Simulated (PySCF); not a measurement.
Smallest direct gap on the k points sampled of rock-salt LiF at several levels of theory

No measured value is used here.

```json
[
 {"level (code)": "PBE (PySCF)", "value (eV)": "9.07 ± 0.02"},
 {"level (code)": "PBE0 (PySCF)", "value (eV)": "12.14 ± 0.02"},
 {"level (code)": "Hartree–Fock (PySCF)", "value (eV)": "21.93 ± 0.07"},
 {"level (code)": "evGW@PBE (PySCF)", "value (eV)": "15.27 ± 0.1"},
 {"level (code)": "G0W0@Hartree–Fock (PySCF)", "value (eV)": "16.81 ± 0.09"},
 {"level (code)": "G0W0@PBE (PySCF)", "value (eV)": "13.46 ± 0.1"},
 {"level (code)": "G0W0@PBE0 (PySCF)", "value (eV)": "14.57 ± 0.1"},
 {"level (code)": "QSGW@PBE (PySCF)", "value (eV)": "15.87 ± 0.2"}
]
```

Computed values are for a static lattice.  A ± on a computed value is a rough bar: the spread of its extrapolation, a floor set from checks against published values, or a statistical error. Values are at the measured cell.
